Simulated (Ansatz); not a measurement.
**CHBO: single points off equilibrium**

The atoms stand at a frame of a short trajectory. How far do the functionals agree with CCSD(T) there?

The runs use Ansatz 0.2.0, Gaussian basis; single points in def2-TZVPP.

Correlated methods freeze the cores.

### 1 Where the work starts

SMILES `B1=CO1`, 4 atoms, charge 0, spin multiplicity 1.

Atoms are counted from 1 here; the program's logs count them from 0.

Bond lengths: B1–C2 1.723 Å, B1–O3 1.689 Å, C2–O3 1.270 Å, C2–H4 1.102 Å. Angles: C2–B1–O3 43.7°, B1–C2–O3 66.7°, B1–C2–H4 162.5°, O3–C2–H4 112.3°, B1–O3–C2 69.6°.

Geometry (Å):

```xyz
4
charge 0, multiplicity 1
B    -1.40450   -0.35151    0.09731
C     0.17989    0.32647    0.09473
O     0.17598   -0.94089    0.01256
H     1.15416    0.72143    0.42398
```

### 2 PBE-D4/def2-TZVPP

Input file run/in.yaml:

```yaml
crystal:
  periodic: [false, false, false]
  atoms:
    - {symbol: B, position_ang: [-1.404500, -0.351507, 0.097313]}
    - {symbol: C, position_ang: [0.179889, 0.326471, 0.094730]}
    - {symbol: O, position_ang: [0.175982, -0.940890, 0.012560]}
    - {symbol: H, position_ang: [1.154163, 0.721428, 0.423977]}
basis:
  gaussian: {orbitals: def2-TZVPP}
hamiltonian: {xc: pbe, dispersion: d4}
output: {forces: true}
```

Run with:

```console
$ ansatz run in.yaml --threads 2 --pin off --events-out ev --progress --plain --max-ram 3481MiB
```

The program printed:

```text
Functional definition: PBE
  name "PBE"
  cite "Perdew, Burke & Ernzerhof, Phys. Rev. Lett. 77, 3865 (1996) doi:10.1103/PhysRevLett.77.3865"
  parent pbe
  parameter kappa = 0.804
  parameter beta = 0.06672455060314922
  exchange = pbe_x(kappa = kappa, mu = beta*pi^2/3)
  correlation = pbe_c(beta = beta)
559 factors; their error is unknown
mean field evaluation 1: about -3765.7907 eV, gradient 3.8e1 eV
mean field evaluation 2: about -3756.3676 eV, gradient 7.9e1 eV
mean field evaluation 4: about -3768.5243 eV, gradient 5.0e0 eV
mean field evaluation 8: about -3768.5750 eV, gradient 4.1e-1 eV
mean field evaluation 16: about -3768.5752 eV, gradient 1.8e-5 eV
mean field -3768.57519301 eV, -138.4925839111 hartree, gradient 1.8e-5 eV, S^2 0.000000; 1 other end points of the search recorded, 0 dependent functions left out
the calculation of the forces begins
reference -3768.57522488 eV, -138.4925850823 hartree; 10, 10 occupied and 97, 97 virtual orbitals, 559 factors
Total energy: -3768.62191508 eV, -138.4943009154 hartree
Atom 0 at    -1.404500    -0.351507     0.097313 Å, force     1.425810     0.394888    -0.352007 eV/Å
Atom 1 at     0.179889     0.326471     0.094730 Å, force    -0.947161    -0.911896     0.912907 eV/Å
Atom 2 at     0.175982    -0.940890     0.012560 Å, force    -0.667820    -0.078065    -0.112035 eV/Å
Atom 3 at     1.154163     0.721428     0.423977 Å, force     0.189170     0.595074    -0.448864 eV/Å
Dipole moment:     0.622550     0.245161     0.036351 e Å
```

It took 0.8 s on 2 threads of Arm Neoverse V2, shared host; peak memory 0.12 GiB.

### 3 r2SCAN-D4/def2-TZVPP

Changes to run/in.yaml since step 2:

```diff
@@ -9,3 +9,3 @@
   gaussian: {orbitals: def2-TZVPP}
-hamiltonian: {xc: pbe, dispersion: d4}
+hamiltonian: {xc: r2scan, dispersion: d4}
 output: {forces: true}
```

Run with:

```console
$ ansatz run in.yaml --threads 2 --pin off --events-out ev --progress --plain --max-ram 3481MiB
```

The program printed (excerpt; [...] marks lines left out):

```text
Functional definition: r2SCAN
  name "r2SCAN"
  cite "Furness, Kaplan, Ning, Perdew & Sun, J. Phys. Chem. Lett. 11, 8208 (2020) doi:10.1021/acs.jpclett.0c02405"
  cite "Furness, Kaplan, Ning, Perdew & Sun, J. Phys. Chem. Lett. 11, 9248 (2020) doi:10.1021/acs.jpclett.0c03077"
  parent r2scan
[...]
559 factors; their error is unknown
[...]
mean field -3770.86905418 eV, -138.5768817542 hartree, gradient 4.5e-5 eV, S^2 0.000000; 0 other end points of the search recorded, 0 dependent functions left out
[...]
reference -3770.86906387 eV, -138.5768821104 hartree; 10, 10 occupied and 97, 97 virtual orbitals, 559 factors
Total energy: -3770.87932562 eV, -138.5772592228 hartree
Atom 0 at    -1.404500    -0.351507     0.097313 Å, force     1.705977     0.332734    -0.381951 eV/Å
Atom 1 at     0.179889     0.326471     0.094730 Å, force    -0.804046    -1.397452     0.990472 eV/Å
Atom 2 at     0.175982    -0.940890     0.012560 Å, force    -0.887999     0.559049    -0.061839 eV/Å
Atom 3 at     1.154163     0.721428     0.423977 Å, force    -0.013932     0.505669    -0.546681 eV/Å
Dipole moment:     0.631930     0.261573     0.037973 e Å
```

It took 1.4 s on 2 threads of Arm Neoverse V2, shared host; peak memory 0.14 GiB.

### 4 PBE0-D4/def2-TZVPP

Changes to run/in.yaml since step 3:

```diff
@@ -9,3 +9,3 @@
   gaussian: {orbitals: def2-TZVPP}
-hamiltonian: {xc: r2scan, dispersion: d4}
-output: {forces: true}
+hamiltonian: {xc: pbe0, dispersion: d4}
+output: {forces: true, orbitals: {seedname: orbitals}}
```

Run with:

```console
$ ansatz run in.yaml --threads 2 --pin off --events-out ev --progress --plain --max-ram 3481MiB
```

The program printed (excerpt; [...] marks lines left out):

```text
Functional definition: PBE0
  name "PBE0"
  cite "Adamo & Barone, J. Chem. Phys. 110, 6158 (1999) doi:10.1063/1.478522"
[... 2 set-up lines as earlier in the session ...]
[...]
559 factors; their error is unknown
[...]
mean field -3768.51047564 eV, -138.4902055916 hartree, gradient 2.9e-5 eV, S^2 0.000000; 0 other end points of the search recorded, 0 dependent functions left out
[...]
reference -3768.51049926 eV, -138.4902064596 hartree; 10, 10 occupied and 97, 97 virtual orbitals, 559 factors
Total energy: -3768.54861859 eV, -138.4916073190 hartree
Atom 0 at    -1.404500    -0.351507     0.097313 Å, force     1.905321     0.331419    -0.396515 eV/Å
Atom 1 at     0.179889     0.326471     0.094730 Å, force    -0.794532    -1.916403     1.013763 eV/Å
Atom 2 at     0.175982    -0.940890     0.012560 Å, force    -1.029365     1.061624    -0.036630 eV/Å
Atom 3 at     1.154163     0.721428     0.423977 Å, force    -0.081424     0.523360    -0.580617 eV/Å
Dipole moment:     0.616956     0.273334     0.041005 e Å
```

Run time: 0.8 s. Hardware: 2 threads of Arm Neoverse V2, shared host; peak memory 0.13 GiB.

### 5 wB97M-V/def2-TZVPP

Changes to run/in.yaml since step 4:

```diff
@@ -9,3 +9,3 @@
   gaussian: {orbitals: def2-TZVPP}
-hamiltonian: {xc: pbe0, dispersion: d4}
-output: {forces: true, orbitals: {seedname: orbitals}}
+hamiltonian: {xc: {name: wB97M-V}}
+output: {forces: true}
```

Run with:

```console
$ ansatz run in.yaml --threads 2 --pin off --events-out ev --progress --plain --max-ram 3481MiB
```

The program printed (excerpt; [...] marks lines left out):

```text
Functional definition: wB97M-V
  name "wB97M-V"
  cite "Mardirossian & Head-Gordon, J. Chem. Phys. 144, 214110 (2016) doi:10.1063/1.4952647"
  cite "Becke, J. Chem. Phys. 107, 8554 (1997) doi:10.1063/1.475007"
  cite "Vydrov & Van Voorhis, J. Chem. Phys. 133, 244103 (2010) doi:10.1063/1.3521275"
  # Of w^i u^j: cxij and so on, Table III.
[...]
  gx(w, u) = 1 - cx + cx01*u + cx10*w
  gss(w, u) = css00 + css04*u^4 + css10*w + css20*w^2 + css43*w^4*u^3
  gos(w, u) = cos00 + cos10*w + (cos20 + cos21*u)*w^2 + (cos60 + cos61*u)*w^6
[...]
      + integral(e_c_pw_mod_opposite_spin*gos(b97_w_opposite, b97_u_opposite)) + vv10(b, c)
559 factors; their error is unknown
133 factors; integrals over basis functions are off by at most 1.6e-5 eV
[...]
mean field -3772.01818006 eV, -138.6191113514 hartree, gradient 7.0e-5 eV, S^2 0.000000; 0 other end points of the search recorded, 0 dependent functions left out
[...]
reference -3772.01821767 eV, -138.6191127336 hartree; 10, 10 occupied and 97, 97 virtual orbitals, 559 factors
Total energy: -3772.01821767 eV, -138.6191127336 hartree
Atom 0 at    -1.404500    -0.351507     0.097313 Å, force     1.864188     0.259118    -0.403366 eV/Å
Atom 1 at     0.179889     0.326471     0.094730 Å, force    -0.612624    -1.682152     1.056889 eV/Å
Atom 2 at     0.175982    -0.940890     0.012560 Å, force    -1.079225     0.961028    -0.035163 eV/Å
Atom 3 at     1.154163     0.721428     0.423977 Å, force    -0.172339     0.462006    -0.618360 eV/Å
Dipole moment:     0.598862     0.277898     0.042223 e Å
```

It took 2.8 s on 2 threads of Arm Neoverse V2, shared host; peak memory 0.17 GiB.

### 6 CCSD(T)/def2-TZVPP

Changes to run/in.yaml since step 5:

```diff
@@ -9,3 +9,3 @@
   gaussian: {orbitals: def2-TZVPP}
-hamiltonian: {xc: {name: wB97M-V}}
+correlation: {method: ccsd_t}
 output: {forces: true}
```

Run with:

```console
$ ansatz run in.yaml --threads 2 --pin off --events-out ev --progress --plain --max-ram 3481MiB
```

The program printed (excerpt; [...] marks lines left out):

```text
Functional definition: HF
  name "HF"
  cite "Fock, Z. Phys. 61, 126 (1930) doi:10.1007/BF01340294"
[... 1 set-up line as earlier in the session ...]
[...]
674 factors; integrals over basis functions are off by at most 9.7e-4 eV
[...]
mean field -3751.86495026 eV, -137.8784938165 hartree, gradient 5.3e-6 eV, S^2 0.000000; 2 other end points of the search recorded, 0 dependent functions left out; unrestricted orbitals would lower it
3 core orbitals not correlated: weight in the atoms' cores, before any rotation towards them, 1.000 or more for the frozen orbitals, at most 0.000 for the correlated occupied ones
reference -3751.86495026 eV, -137.8784938165 hartree; 7, 7 occupied and 97, 97 virtual orbitals, 674 factors
second order -12.56420567 eV of doubles, -0.00000000 eV of singles
cycle   1  -12.43495694 eV  change    1.3e-1 eV  update   1.1e-1
[...]
cycle  16  -13.05616752 eV  change   -9.3e-7 eV  update   1.8e-6
perturbative correction -0.66744256 eV, -0.0245280618 hartree
[...]
Total energy: -3765.58856034 eV, -138.3828271850 hartree
Atom 0 at    -1.404500    -0.351507     0.097313 Å, force     1.603376     0.367799    -0.376912 eV/Å
Atom 1 at     0.179889     0.326471     0.094730 Å, force    -0.599498    -0.941054     1.082754 eV/Å
Atom 2 at     0.175982    -0.940890     0.012560 Å, force    -0.841938     0.061078    -0.112978 eV/Å
Atom 3 at     1.154163     0.721428     0.423977 Å, force    -0.161941     0.512178    -0.592864 eV/Å
Dipole moment:     0.579888     0.259902     0.040904 e Å
```

Wall time 15 s (2 threads of Arm Neoverse V2, shared host); peak memory 0.62 GiB.

### 7 Side by side

```csv
method,RMS force component (eV/Å),RMS error against CCSD(T) (eV/Å),angle to CCSD(T) forces (°),dipole (D)
PBE-D4,0.703,0.179,13.8,3.22
r2SCAN-D4,0.837,0.214,14.0,3.29
PBE0-D4,1.001,0.422,22.3,3.25
wB97M-V,0.946,0.354,19.9,3.18
CCSD(T),0.743,reference,reference,3.06
```

Energy less the free neutral atoms in their ground states at the same level (atoms from separate runs):

Differences are taken before rounding.

```csv
method,rung,energy less atoms (kJ/mol),from CCSD(T) (kJ/mol)
PBE-D4,GGA,-1520.1,-135.5
r2SCAN-D4,meta-GGA,-1441.5,-57.0
PBE0-D4,hybrid,-1439.6,-55.1
wB97M-V,range-separated hybrid,-1448.8,-64.3
Hartree-Fock,wavefunction,-888.1,+496.5
MP2,wavefunction,-1440.6,-56.1
CCSD,wavefunction,-1336.4,+48.1
CCSD(T),wavefunction,-1384.5,0
```

What each level took, beside its miss in the forces (shared host):

```csv
method,time,RMS force error (eV/Å)
PBE-D4,0.8 s,0.179
r2SCAN-D4,1.4 s,0.214
PBE0-D4,0.8 s,0.422
wB97M-V,2.8 s,0.354
CCSD(T),15 s,0
```

### 8 Summary of results

| quantity | value |
| --- | --- |
| energy less free atoms, CCSD(T)/def2-TZVPP | -1384.5 kJ/mol |
| RMS force component | 0.703 to 1.001 eV/Å over the methods |
| RMS force error | PBE-D4 0.179, r2SCAN-D4 0.214, PBE0-D4 0.422, wB97M-V 0.354 eV/Å |
| HOMO and LUMO, PBE0-D4 | -6.78 and -3.02 eV |
| T1 diagnostic | 0.022 |

Against CCSD(T) the functionals' energies less atoms differ by -135.5 to -55.1 kJ/mol, PBE-D4 by -135.5 kJ/mol. CCSD(T) in triple zeta still lacks some correlation energy of the bonds, so part of these gaps is its own basis error and they don't rank the functionals. The forces of PBE-D4 come nearest to CCSD(T), those of PBE0-D4 are farthest. Frozen-core CCSD(T) forces in triple zeta carry basis errors of their own, and this is one geometry, so small gaps rank nothing. The restricted Hartree–Fock reference is unstable towards an unrestricted one at one or more of these structures.
